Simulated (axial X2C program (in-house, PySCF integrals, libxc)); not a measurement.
## Levels of Al₂⁺ by electron attachment to Al₂²⁺ (EOM-EA-CCSD)

Computed with an in-house all-electron X2C program for linear molecules (integrals from PySCF): two-component X2C with atomic mean-field Coulomb and Gaunt terms, Gaussian nuclei, basis Al dyall-av3z with contracted cores.

R = 2.687 Å (0.960 times 2.799 Å, the PBE0 minimum at charge 1 for the lowest determinant).

Levels of Al₂⁺ obtained by attaching an electron to Al₂²⁺:

```json
{"Ω": "1/2", "binding energy (eV)": "11.807", "above lowest (cm⁻¹)": "0", "attached spinor": "82% Al pσ, 14% Al sσ", "one-particle weight": "0.94"}
{"Ω": "1/2", "binding energy (eV)": "11.622", "above lowest (cm⁻¹)": "1487", "attached spinor": "86% Al pπ", "one-particle weight": "0.94"}
{"Ω": "3/2", "binding energy (eV)": "11.614", "above lowest (cm⁻¹)": "1558", "attached spinor": "86% Al pπ", "one-particle weight": "0.94"}
{"Ω": "1/2", "binding energy (eV)": "9.457", "above lowest (cm⁻¹)": "18948", "attached spinor": "72% Al pπ, 20% Al dπ", "one-particle weight": "0.87"}
{"Ω": "3/2", "binding energy (eV)": "9.448", "above lowest (cm⁻¹)": "19022", "attached spinor": "70% Al pπ, 20% Al dπ", "one-particle weight": "0.87"}
```

Problem. What is the splitting of the first π pair in the table, and is it regular or inverted?

Solution. E(3/2) − E(1/2) = 1558 − 1487 = 71 cm⁻¹ at EOM-EA-CCSD: regular, Ω = 1/2 lower. Splittings at this level can be off by ten to twenty per cent.

This point took 3.9 s on 1 thread of Intel(R) Xeon(R) Processor @ 2.30GHz, with other jobs on the host.

Reference electrons by ω block (each with its −ω partner): 1/2: 10, 3/2: 2. 4 electrons of Al₂²⁺ correlated (inner shells frozen), 92 natural virtual spinors (a truncated set); levels can be off by some tenths of an eV. Roots sought by Ω: (1/2: 5, 3/2: 4, 5/2: 2, 7/2: 1); rows need 60 % one-particle weight and stop where some Ω has no more roots. Missing are any skipped roots, higher Ω and states of a further excitation; these come out far too high here and may in truth be low or lowest. T1 of the reference 0.011 (Lee–Taylor). The reference was not checked to be the lowest state of its species. Number of frozen shells: Al 2 s, 1 p. g and u states are not told apart. Large amplitudes in the reference (orbital relaxation or multireference character) lower the reliability.
